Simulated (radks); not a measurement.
**O³⁺ in [He] 2s2 2p0.75 3d0.25: an all-electron calculation**

The task here is to estimate one member of a computed series from the others.

Program: radks (a radial shooting solver on a logarithmic mesh, Libxc functionals) version 1. Level of theory: Dirac Kohn-Sham, LDA (Slater exchange, Perdew-Wang correlation), spin-unpolarised, spherical densities, finite nucleus; open shells fill j = l - 1/2 first. These are calculated values, not measurements, unless marked.

## The atom as given

| Property | Result |
| --- | --- |
| element | oxygen (Z = 8) |
| charge | +3 |
| electrons | 5 |
| configuration | [He] 2s2 2p0.75 3d0.25 |
| nuclear rms radius | 2.6991 fm |

Set-up of the first run:

Settings of this run:

```text
Z 8
configuration [He] 2s2 2p0.75 3d0.25
relativity Dirac
functional lda,pw
spin unpolarised
j_filling energy
nucleus finite rms 2.6991 fm
c 137.035999084
```

One of the session's tables, all rows but one given; the rest of the session is left out.

It belongs to the step «Radial structure». Sizes of the orbitals, from the radial functions (bohr):

| level | <r> | outermost maximum (interpolated) | 90 % within |
| --- | --- | --- | --- |
| 1s1/2 | 0.2001 | 0.130 | 0.358 |
| 2s1/2 | ? | ? | ? |
| 2p1/2 | 0.9032 | 0.690 | 1.48 |
| 2p3/2 | 0.9041 | 0.691 | 1.48 |
| 3d3/2 | 2.627 | 2.20 | 4.04 |
| 3d5/2 | 2.627 | 2.20 | 4.04 |

**Question.** Estimate the row for 2s1/2.

**Answer.** <r>: 0.9712; outermost maximum (interpolated): 0.803; 90 % within: 1.51. In the column «<r>» it lies between 2p3/2 (0.9041) and 3d3/2 (2.627).
